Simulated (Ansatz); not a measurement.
System: H2O, charge 0, singlet. H2O (oxidane, SMILES O).
B3LYP-D3(BJ)/def2-TZVP minimum from Ansatz (a quantum-chemistry and plane-wave program):
```xyz
3

O      0.0070     0.0013     0.1167
H     -0.0500     0.7593    -0.4742
H     -0.0062    -0.7700    -0.4592
```

Hartree-Fock and CCSD correlation energies in hartree (Ansatz). Radicals and triplets start from unrestricted determinants; spin-orbit coupling is neglected. Cores are frozen in correlated methods. No relativity.

```csv
basis,X,E(HF),"E(corr, CCSD)"
cc-pVTZ,3,-76.05675,-0.26768
cc-pVQZ,4,-76.06441,-0.28627
cc-pV5Z,5,-76.06667,withheld
```

Problem. Fit E(corr) = E∞ + A/X³ to X = 3 and 4, predict X = 5, and compare with the run.

Solution. A = (-0.26768 - (-0.28627))/(1/27 - 1/64) = 0.8682; E∞ = -0.28627 - A/64 = -0.29984; at X = 5, E∞ + A/125 = -0.29289. The run gave -0.29274, 0.15 mEh above the prediction. The same form on X = 4 and 5 gives E∞ = -0.29953, 0.31 mEh above the first estimate.
